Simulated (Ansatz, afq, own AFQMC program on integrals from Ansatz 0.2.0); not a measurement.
## Atomization energy of C3H9N, singlet

```
atom    x (Å)    y (Å)    z (Å)
   C  -0.8127   0.9189  -0.6597
   C  -0.0925  -0.3157  -0.1380
   C   1.3899  -0.0484   0.0772
   N  -0.6909  -0.7142   1.1276
   H  -1.8827   0.7141  -0.8276
   H  -0.7377   1.7389   0.0717
   H  -0.3846   1.2571  -1.6156
   H  -0.1776  -1.1049  -0.9195
   H   1.8797   0.2630  -0.8579
   H   1.9083  -0.9508   0.4405
   H   1.5268   0.7442   0.8296
   H  -1.6761  -0.9378   0.9973
   H  -0.2498  -1.5643   1.4745
```

Atoms in their ground-state spins without spin–orbit coupling (mostly on UHF) minus the molecule (RHF), without zero-point energy. The geometry is a stationary point, not shown to be a minimum.

Basis def2-TZVP. Only valence electrons are correlated. Ansatz 0.2.0 and our own AFQMC program on the same integrals; the CISD trial comes from CCSD amplitudes, and released means the phaseless constraint is let go. Uncertainties: one standard error, sampling alone. The errors of all members are added in quadrature.

No full CI on the walks' own integrals is used here. The released AFQMC energy serves as the reference, which it does only where one determinant dominates, the energy is flat over the last release times and near the phaseless one (40 meV or 2 meV an electron, half that with transition metals). On small molecules, where full CI could be run and the noise was under 10 meV, such values lay within 10 meV of it in 19 cases of 20, a flattering rate, since the rule was set on those same cases; what remains of the bias isn't in the error bar. Each member takes its own surest rung, up to full CI.

The best estimate is CCSD(T) at the basis-set limit (CBS: def2-TZVPP and def2-QZVPP, with their diffuse functions for anions and beside diffuse sets, CCSD(T) itself extrapolated) plus the step from CCSD(T) to AFQMC with the constraint released in def2-TZVP. Rows without CBS are in def2-TZVP; B2PLYP and the wave-function rows carry a basis error of their own. Core correlation and relativity beyond core potentials are missing, and ± holds the sampling alone.

Cautions: C₃H₉N (singlet): the released value is read at 0.63 1/Eh with a noise of 24 meV, more than in the cases checked, later times being too noisy (meV from the phaseless value at times in 1/Eh: 6 ± 22 at 0.21, 2 ± 26 at 0.42, -27 ± 24 at 0.63, -7 ± 57 at 0.90); other spins of the molecule weren't checked.

Best estimate: 50.932 ± 0.024 eV.

```csv
level,atomization energy (eV),error against the best estimate (eV)
HF,37.466,-13.466 ± 0.024
MP2,49.316,-1.616 ± 0.024
CCSD,48.513,-2.419 ± 0.024
CCSD(T),49.066,-1.866 ± 0.024
ph-AFQMC/CISD,49.073 ± 0.021,-1.859 ± 0.032
released AFQMC,49.090 ± 0.024,-1.842
HF/CBS,37.637,-13.295 ± 0.024
MP2/CBS,51.290,0.358 ± 0.024
CCSD(T)/CBS,50.917,-0.015 ± 0.024
PBE,51.567,0.635 ± 0.024
r2SCAN,50.736,-0.197 ± 0.024
PBE0,50.915,-0.017 ± 0.024
B3LYP,50.668,-0.264 ± 0.024
wB97M-V,50.987,0.055 ± 0.024
B2PLYP,50.212,-0.720 ± 0.024
```

Correlation beyond CCSD(T) changes it by less than twice the noise. Going to the basis-set limit adds 1.852 eV at CCSD(T). The perturbative (T) step is worth +0.553 eV. The functionals spread over 1.355 eV; PBE0 and wB97M-V come nearest and B2PLYP is 0.720 eV too low.

Best estimates are given only where the step beyond CCSD(T) is under 0.3 eV and no member's determinant is very poor (T1 over 0.05, or 0.07 for open shells, ⟨S²⟩ too high by 0.3, two states mixed), so the hardest cases are missing from such tables.

The functionals ran in a triple-zeta set and keep a basis error of their own, a few kJ/mol for each bond in atomization energies and more for double hybrids, so close places among them and the extrapolated levels can swap.

Each member of a difference takes its own highest rung, so a best estimate needn't equal the limit plus the step of one row. Released energies are given only where the last usable release times agree within the noise; a slower fall can still hide under it.
